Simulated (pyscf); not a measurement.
H₃Si–O–SiH•–O–SiH₃ + F–CH₂–F -> H₃Si–O–SiH₂–O–SiH₃ + F–CH•–F, a hydrogen abstraction (doublet surface; C–H broken, H–Si formed). Optimised with ωB97X-D3(BJ)/def2-SVP in PySCF. Energies in kcal/mol from the separated reactants.

AM1 to PM7: differences of heats of formation from MOPAC, which are fitted to 298 K values and so differ in kind from electronic energies by zero-point and thermal terms. Open shells are spin-unrestricted. 

Q: In single points PM7 puts the saddle at 14.4 kcal/mol and the reaction energy at +3.8 kcal/mol. Should these be trusted to within a few kcal/mol? Compare with ωB97M-D3(BJ)/def2-TZVP.

A: ωB97M-D3(BJ)/def2-TZVP gives ΔE‡ = 17.7 kcal/mol and ΔE = +7.6 kcal/mol. PM7 lies 3.2 kcal/mol under it in the barrier and 3.8 kcal/mol under it in the reaction energy, so on this step it does not hold to within 3.0 kcal/mol. ωB97M-D3(BJ)/def2-TZVP has limits of its own. One saddle was located; it need not be the lowest between these sides. The angle at the transferred H is 146°.
